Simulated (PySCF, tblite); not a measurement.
Potential energy curve for H2, singlet.

Computed with: GFN2-xTB, 300 K electronic temperature (tblite); RHF/6-31G (PySCF); UKS-B3LYP/6-311+G** = unrestricted B3LYP/6-311+G**, spherical d (PySCF).

Energies are in mEh, each relative to the lowest point of its own curve near equilibrium.

| R / Å | GFN2-xTB | RHF | UKS-B3LYP/6-311+G** |
|---|---|---|---|
| 0.59 | 27.1 | 19.9 | 22.6 |
| 0.63 | 14.8 | 9.2 | 11.2 |
| 0.67 | 7.0 | 2.9 | 4.3 |
| 0.70 | 3.3 | 0.6 | 1.4 |
| 0.72 | [?] | 0.0 | 0.4 |
| 0.75 | 0.2 | 0.2 | 0.0 |
| 0.76 | 0.0 | 0.5 | 0.1 |
| 0.80 | 0.1 | 3.0 | 1.8 |
| 0.82 | 0.7 | 4.9 | 3.3 |
| 0.86 | 2.7 | [?] | 7.0 |
| 0.93 | [?] | 19.8 | 16.0 |
| 1.00 | 16.0 | 31.9 | 26.8 |
| 1.13 | [?] | 57.0 | 49.4 |
| 1.22 | 45.1 | 75.0 | 65.6 |
| 1.36 | 64.0 | 102.7 | 90.4 |
| 1.48 | 79.4 | [?] | 110.3 |
| 1.62 | [?] | 150.8 | 130.0 |
| 1.83 | 118.6 | 185.4 | 149.7 |
| 2.02 | 135.9 | 213.3 | 160.1 |
| 2.22 | 151.0 | 239.1 | — |
| 2.58 | 170.9 | 277.6 | — |
| 2.99 | 184.1 | 310.5 | — |

### Question
Complete the blanks.

### Answer

- 0.72, GFN2-xTB: 1.6
- 0.86, RHF: 9.5
- 0.93, GFN2-xTB: 8.4
- 1.13, GFN2-xTB: 32.8
- 1.48, RHF: 125.6
- 1.62, GFN2-xTB: 96.2

Dashes: no converged value, or the column stops at the first point that the program doubted or that broke a chosen test of continuity, which isn't proof of a fault.

The restricted form behind RHF keeps the bonding electrons paired and can't separate into open-shell fragments. The unrestricted solution behind UKS-B3LYP/6-311+G** changes between 2.02 and 2.22 Å, which can leave a kink. The unrestricted determinant behind UKS-B3LYP/6-311+G** is spin-contaminated at 1.62 to 2.02 Å (<S²> up to 0.7, against 0.00 for a pure singlet).
